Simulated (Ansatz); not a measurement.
**Active spaces for C₂H₂N, doublet**

Calculated in Ansatz's Gaussian-basis code. Basis cc-pVTZ, nonrelativistic, 3 orbitals frozen in the corrections. State-specific CASSCF; RHF is the lowest restricted (open-shell) Hartree–Fock solution met. No symmetry is imposed, so a solution can break that of the shape. The lowest solution met needn't be the lowest there is, nor hold the orbitals that a chemist would pick.

Geometry:

```xyz
5

C     0.0000    0.0000   -1.1960
C     0.0000    0.0000    0.1865
N     0.0000    0.0000    1.3634
H     0.0000    0.9358   -1.7432
H     0.0000   -0.9358   -1.7432
```

Task: What do CASSCF and its corrections give against RHF in CAS(5,5), and what are the occupations?

Result: CASSCF -2.299 eV, SC-NEVPT2 -13.101 eV; occupations 1.93, 1.93, 1.00, 0.07, 0.06.

Task: Roughly how much CPU time does a whole run from the default start take (median of such runs, summed over threads; nearly all runs on one pinned thread of a shared server, mostly Xeon at 2.3 to 2.6 GHz, by a development driver)?

Result: CAS(5,5): about 18 s. Other jobs ran beside these, and the count of passes differs.
